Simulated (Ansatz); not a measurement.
Born–Oppenheimer molecular dynamics of BH₄N (6 atoms, charge 0, multiplicity 1). It starts from a relaxed structure.

The calculation used RKS LDA/cc-pVDZ (Ansatz 0.2.0).

```json
{
 "ensemble": "NVT, Langevin thermostat",
 "time step": "0.5 fs",
 "steps asked": "150",
 "set temperature": "1500 K",
 "friction": "0.02 /fs",
 "seed": "338338"
}
```

First frame:

```xyz
6
Properties=species:S:1:pos:R:3
B 0.060 0.000 -0.035
H -0.003 -0.602 1.024
N 1.258 0.000 -0.727
H 2.098 -0.481 -0.393
H 1.390 0.481 -1.620
H -0.888 0.602 -0.509
```

Question: How far do the bonds stretch over the last three quarters of this one trajectory? (Pairs bonded in most of those frames.)

Answer: 
```tsv
bond	mean (Å)	spread (Å)	shortest	longest
B1–H2	1.261	0.100	1.07	1.44
B1–N3	1.415	0.064	1.30	1.50
B1–H6	1.237	0.078	1.11	1.41
N3–H4	1.040	0.033	0.97	1.11
N3–H5	1.033	0.044	0.95	1.12
```

Mean temperature of the second half: 1410 K. A run of 0.075 ps of so small a system gives no equilibrium averages.

The run took 72 s on 1 thread of Intel(R) Xeon(R) Platinum 8375C CPU @ 2.90GHz (Ice Lake), with other jobs on the host, peak memory 0.11 GiB.
